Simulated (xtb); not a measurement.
xtb input (GFN2-xTB):

```bash
xtb mol.xyz --gfn 2 --ohess tight --chrg -1 --uhf 0
```
mol.xyz:
```
6

C      0.01294336     0.12673942     0.30784728
C      0.03637407     0.15831479     1.59690433
C      0.00622917     0.12452607    -1.03093402
H     -0.00041016    -0.76209353     2.20811495
H      0.92919580     0.15834259    -1.53733626
H     -0.92929708     0.13546155    -1.60299115
```

End of the output:

```
optimized geometry written to: xtbopt.xyz

           -------------------------------------------------
          | TOTAL ENERGY               -7.980028089175 Eh   |
          | TOTAL ENTHALPY             -7.936469346648 Eh   |
          | TOTAL FREE ENERGY          -7.965760430575 Eh   |
          | GRADIENT NORM               0.000473293039 Eh/α |
          | HOMO-LUMO GAP               4.256256249903 eV   |
           -------------------------------------------------

------------------------------------------------------------------------
------------------------------------------------------------------------
 total:
 SCF:
 ANC optimizer:
 analytical hessian:
```

It need not be the lowest isomer of its formula. Whether it binds its extra electron was not tested at this geometry.
